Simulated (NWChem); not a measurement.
AlCl$_{3}$

SMILES: [Cl][Al]([Cl])[Cl]
```xyz
4

Al     0.0000     0.0000     0.0000
Cl     0.0000     0.0000     2.0937
Cl     1.8132     0.0000    -1.0468
Cl    -1.8132     0.0000    -1.0468
```
Charge 0, spin multiplicity 1.

Everything below was run with NWChem. All single points use one geometry, from PBE/def2-SVP, a minimum by its harmonic frequencies.

Symmetry labels belong to the abelian group C2v used in the runs, with the axes of the coordinates shown; states degenerate in a higher group split over its labels.

The structure started from a generated list of species.

Q: List the lowest 6 singlet excitations that TD-PBE/def2-SVP gives, with oscillator strengths.

A: 
| state | symmetry | energy (eV) | wavelength (nm) | f |
|---|---|---|---|---|
| 1 | b1 | 5.78 | 215 | 0.000 |
| 2 | a2 | 6.00 | 207 | 0.000 |
| 3 | a2 | 6.18 | 200 | 0.000 |
| 4 | b2 | 6.18 | 200 | 0.000 |
| 5 | a1 | 6.40 | 194 | 0.020 |
| 6 | b1 | 6.40 | 194 | 0.020 |
